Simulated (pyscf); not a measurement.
Thermochemistry of product channels of `[CH2]=[CH][CH3]` + `[CH2]` [triplet] on the triplet surface, in kcal/mol, from ωB97M-D3(BJ)/def2-TZVP energies (ideal gas, 1 atm, RRHO with modes under 100 cm⁻¹ raised to 100, one conformer, R ln 2 for rigid chiral ones). Structures and frequencies: ωB97X-D3(BJ)/def2-SVP in PySCF.

```
products                          ΔE  ΔH(298 K)  ΔG(900 K)  ΔG(1200 K)
-------------------------------  ---  ---------  ---------  ----------
`[CH][CH2][CH2][CH3]` [triplet]  ___      -23.9       +7.7       +17.9
`[CH3][C][CH2][CH3]` [triplet]   ___      -28.6       +1.9       +11.8
```

Task: Complete the blanks.

Result: 
- `[CH][CH2][CH2][CH3]` [triplet], ΔE: -27.8
- `[CH3][C][CH2][CH3]` [triplet], ΔE: -32.7

The channel to :HC–CH₂–CH₂–CH₃ [triplet] turns unfavourable between 298 and 1200 K (ΔG from -13.5 kcal/mol to +17.9 kcal/mol). The channel to H₃C–C:–CH₂–CH₃ [triplet] turns unfavourable between 298 and 1200 K (ΔG from -18.6 kcal/mol to +11.8 kcal/mol).

These are energies of the channels, which say nothing of barriers. :HC–CH₂–CH₂–CH₃ [triplet] lies 79.9 kcal/mol over its isomer H₂C=C(CH₃)–CH₃, and others may lie lower still (electronic energy, ωB97M-D3(BJ)). H₃C–C:–CH₂–CH₃ [triplet] lies 75.0 kcal/mol over its isomer H₂C=C(CH₃)–CH₃, and others may lie lower still (electronic energy, ωB97M-D3(BJ)). H₃C–C:–CH₂–CH₃ [triplet] is an excited spin state, 3.5 kcal/mol over the singlet at ωB97X-D3(BJ).
